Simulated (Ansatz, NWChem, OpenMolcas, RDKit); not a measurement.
## How methods differ on LiH (SMILES [LiH])

LiH has 2 atoms, charge 0, and is taken as a singlet. As SMILES, `[LiH]`. The bond length is the measured one.

```
atom   x (Å)   y (Å)   z (Å)
  Li  0.0000  0.0000  0.0000
   H  0.0000  0.0000  1.5957
```

Quantity: the HOMO–LUMO gap, in eV. The values are calculated.

```json
{"level": "extended Hückel", "kind": "semi-empirical", "program": "RDKit", "value (eV)": "9.29", "CPU time": "under 2 s"}
{"level": "HF/cc-pVTZ", "kind": "Hartree–Fock", "program": "Ansatz", "value (eV)": "8.19", "CPU time": "0.07 s"}
{"level": "SVWN5/cc-pVTZ", "kind": "LDA", "program": "NWChem", "value (eV)": "2.87", "CPU time": "2.9 s"}
{"level": "revPBE/cc-pVTZ", "kind": "GGA", "program": "Ansatz", "value (eV)": "2.70", "CPU time": "0.62 s"}
{"level": "r2SCAN/cc-pVTZ", "kind": "meta-GGA", "program": "OpenMolcas", "value (eV)": "4.03", "CPU time": "5.7 s"}
{"level": "B3LYP/cc-pVTZ", "kind": "global hybrid", "program": "Ansatz", "value (eV)": "3.94", "CPU time": "0.67 s"}
{"level": "PBE0/cc-pVTZ", "kind": "global hybrid", "program": "OpenMolcas", "value (eV)": "4.35", "CPU time": "4.5 s"}
{"level": "CAM-B3LYP/cc-pVTZ", "kind": "range-separated hybrid", "program": "NWChem", "value (eV)": "6.15", "CPU time": "8 s"}
{"level": "B2PLYP/cc-pVTZ", "kind": "double hybrid", "program": "OpenMolcas", "value (eV)": "5.76", "CPU time": "3.6 s"}
```

The values span 2.70 to 9.29 eV. Orbital gaps aren't excitation energies, and those of double hybrids come from the SCF part alone; they tend to grow with the share of exact exchange. CPU times are rough (shared hosts, several kinds of processor): they show what a rung costs within a factor of a few.
